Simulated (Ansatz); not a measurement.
System (SMILES): CCl (CH3-Cl).
Atoms: C1, Cl2, H3, H4, H5. Bonds: C1-Cl2, C1-H3, C1-H4, C1-H5.

Basis-set convergence of the optimised C1-Cl2 bond length at PBE with Ansatz (a first-principles code). Cartesian d functions, on some or all atoms, in 6-31G*, 6-311+G**; all else is spherical. The program fits the integrals of some runs and decomposes those of others, by size. No added dispersion term, no relativity. Reference: the value in pcseg-3, 1.7897 Å, itself unsure by roughly 0.0001 Å (its mean distance from def2-QZVPP, cc-pV(Q+d)Z). Deviations are taken from unrounded values.

| basis | functions | optimised C1-Cl2 bond length (Å) | minus reference (Å) |
|---|---|---|---|
| def2-SV(P) | 38 | 1.7896 | -0.0001 |
| 6-31G* | 40 | 1.7994 | 0.0097 |
| cc-pV(D+d)Z | 52 | 1.7901 | 0.0003 |
| 6-311+G** | 71 | 1.8014 | 0.0117 |
| def2-SVPD | 71 | 1.7977 | 0.0080 |
| aug-pcseg-1 | 77 | 1.8035 | 0.0138 |
| aug-cc-pV(D+d)Z | 82 | 1.7942 | 0.0045 |
| 6-311++G(2d,2p) | 92 | 1.8000 | 0.0103 |
| pcseg-2 | 106 | 1.7924 | 0.0027 |
| cc-pV(T+d)Z | 111 | 1.7907 | 0.0010 |
| def2-TZVPP | 115 | 1.7899 | 0.0002 |
| 6-311++G(3df,3pd) | 140 | 1.7889 | -0.0008 |
| cc-pV(Q+d)Z | 209 | 1.7897 | 0.0000 |
